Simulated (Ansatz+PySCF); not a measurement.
The numbers below are computed, except where a source is named.
## PySCF 2.14.0 run

```python
from pyscf import gto, scf, cc

mol = gto.M(atom="""
S 0.000000 0.000000 0.000000
H 2.026040 0.000000 0.000000
H -2.026040 0.000000 0.000000
""", basis='6-31g', charge=1, spin=1)
mf = scf.UHF(mol)
mf.kernel()
mycc = cc.CCSD(mf, frozen=5).run()
et = mycc.ccsd_t()
print(mf.e_tot, mycc.e_corr, et, mycc.e_tot + et)
```

The script is written out from the run's settings.

Output:

```yaml
Converged: yes
Reference_energy: -398.06496 hartree
CCSD_correlation_energy: -0.07832 hartree
Triples_correction: -0.00204 hartree
Total_energy: -398.14532 hartree
Spin_squared_of_the_determinant: 0.784
```

This is not the lowest solution: another run reaches a determinant 2.46 eV lower. Caution: large amplitudes, a single reference is doubtful; the charge can sit on one fragment and break the point group.
